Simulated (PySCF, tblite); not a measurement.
# C₂H₅ClO₂, a small molecule taken as a stand-in for a surface group (C site with back bonds C, O, O): NMR shifts, core binding energies and electronic excitations

What NMR shifts, core binding energies and electronic excitations should one expect for `CC(O)(O)Cl`?

Computed with tblite 0.8.0 and PySCF 2.14.0; each step states its level. No surroundings beyond the atoms listed, unless a continuum is named. Atoms count from 0, parts from 1.

### 1 Starting point

10 atoms, charge 0, multiplicity 1; geometry: distance geometry start.

### 2 Geometry optimisation with GFN2-xTB

Job settings and geometry (Å):

```
{"job": {"kind": "relax", "xc": "GFN2-xTB", "basis": "xTB"}, "charge": 0, "multiplicity": 1}
C     -0.340424     0.046997    -0.028427
C      1.156523    -0.179881    -0.161575
O     -1.036813    -1.030599    -0.587959
O     -0.711111     1.268960    -0.655401
Cl    -0.620921     0.228217     1.715762
H      1.625386     0.746363     0.240088
H      1.470943    -0.388166    -1.203526
H      1.398811    -1.022285     0.550156
H     -1.640475    -1.414667     0.114318
H     -1.307085     1.739159    -0.026663
```

With the program's defaults for keys left out, this is: GFN2-xTB geometry optimisation, gas phase.

The run is started by

```bash
OMP_NUM_THREADS=1 python cluster_run.py task.json out
```

One launch serves the whole session: the jobs run in the order shown.

**Question.** The jobs that follow are: PBE0-D3(BJ)/def2-SVP geometry optimisation, gas phase; GIAO PBE0/pcSseg-2 NMR shielding, non-relativistic, gas phase; delta-SCF UKS SCAN, pcX-2 on the ionised atom, pcseg-1 elsewhere, spin-free X2C; TDDFT CAM-B3LYP/def2-SVPD, vertical, gas phase, core orbitals frozen in the response. Predict: point group; rotational constants (main isotopes); 13C shifts against TMS (PBE0/pcSseg-2); 1H shifts against TMS (PBE0/pcSseg-2); 17O shifts against H2O (PBE0/pcSseg-2); 35Cl shifts against HCl (PBE0/pcSseg-2); C1s binding energies, SCAN/pcX-2; O1s binding energies, SCAN/pcX-2; Cl2p binding energies, SCAN/pcX-2; lowest singlet (CAM-B3LYP/def2-SVPD); brightest single state of those computed; lowest triplet; vertical ionisation energy (ΔSCF).

As calculated:

```
                                quantity                             value
                             point group                                C1
    rotational constants (main isotopes)              5.20, 3.17, 3.11 GHz
  13C shifts against TMS (PBE0/pcSseg-2)                   126.5, 31.4 ppm
   1H shifts against TMS (PBE0/pcSseg-2)  2.79, 2.56, 1.91, 1.85, 1.74 ppm
  17O shifts against H2O (PBE0/pcSseg-2)                  174.6, 170.1 ppm
 35Cl shifts against HCl (PBE0/pcSseg-2)                           417 ppm
        C1s binding energies, SCAN/pcX-2           C0 295.56, C1 291.26 eV
        O1s binding energies, SCAN/pcX-2           O2 539.77, O3 539.74 eV
       Cl2p binding energies, SCAN/pcX-2                     Cl4 206.17 eV
    lowest singlet (CAM-B3LYP/def2-SVPD)       6.81 eV (182 nm), f = 0.001
brightest single state of those computed       state 6, 8.35 eV, f = 0.053
                          lowest triplet                           6.23 eV
       vertical ionisation energy (ΔSCF)                          11.15 eV
```

**Reading.** The start of the PBE0/def2-SVP relaxation was shaken at random by about 0.01 Å, so part of the energy gained, and of the first lengths quoted, undoes that. The optimisation took 7 steps and gained 0.092 eV; among the close pairs (by a distance rule), O3–H9 changed most, from 1.003 to 0.965 Å (PBE0/def2-SVP). Hydrogens of an XH3 group are listed apart at this fixed geometry; free rotation makes them one line at their mean. At PBE0/pcSseg-2: The widest tensor belongs to Cl4: span 863 ppm, with a paramagnetic part of -624 ppm. At SCAN/pcX-2: The C1s levels kept as sound span 4.30 eV, from C1 (carbon bonded to C, 3 H) up to C0 (carbon bonded to C, Cl, 2 O). At SCAN/pcX-2: the O1s levels computed lie within 0.02 eV of one another, too close to rank. The lowest singlet, at 6.81 eV, is HOMO→LUMO 0.49, HOMO→LUMO+1 0.45 and is weak; of the 6 states computed, the strongest absorption comes from state 6 at 8.35 eV (the last computed, so partners may be missing). The lowest triplet lies 0.57 eV below the lowest singlet (triplets in Tamm-Dancoff, singlets in full TDDFT). The orbital energy would give 10.02 eV for ionisation, ΔSCF gives 11.15 eV.
